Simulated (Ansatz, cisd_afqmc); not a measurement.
Species: SiO, charge 0, singlet. SiO (SMILES O=[Si]).
B3LYP-D3(BJ)/def2-TZVP minimum from Ansatz (a first-principles code):
```xyz
2

Si     0.0000     0.0000    -0.5502
O      0.0000     0.0000     0.9629
```
Charge 0, spin multiplicity 1.

Total energies in cc-pV(Q+d)Z, 10 correlated electrons, 6 frozen orbitals. Radicals and triplets start from unrestricted determinants; spin-orbit coupling is neglected. Correlated methods leave the cores frozen. No relativity. The Monte Carlo rows (phaseless AFQMC, CISD trial, step 0.005/hartree) carry one-sigma bars that omit the constraint's bias. Outlying blocks are dropped, and bars are widened where a walk drifts. Over all cases where full CI ran beside it in this data, AFQMC minus full CI had a median of +0.1 mEh and passed +0.4 mEh in a tenth of the cases. The T1 diagnostic of OSi (O=[Si], singlet) reaches 0.030 in the sets run.

```json
[
 {"method": "HF", "program": "Ansatz", "energy (Eh)": "-363.85217", "minus CCSDT(Q) (mEh)": "380.61"},
 {"method": "MP2", "program": "Ansatz", "energy (Eh)": "-364.21372", "minus CCSDT(Q) (mEh)": "19.07"},
 {"method": "CCSD", "program": "Ansatz", "energy (Eh)": "-364.21149", "minus CCSDT(Q) (mEh)": "21.29"},
 {"method": "CCSD(T)", "program": "Ansatz", "energy (Eh)": "-364.23098", "minus CCSDT(Q) (mEh)": "1.80"},
 {"method": "CCSDT(Q)", "program": "Ansatz", "energy (Eh)": "-364.23278", "minus CCSDT(Q) (mEh)": "0.00"},
 {"method": "AFQMC/CISD", "program": "cisd_afqmc", "energy (Eh)": "-364.2318 ± 0.0005", "minus CCSDT(Q) (mEh)": "1.0 ± 0.5"}
]
```

Rough core times of Ansatz's runs on a shared machine: CCSD(T) under 20 s, CCSDT(Q) 7 min.
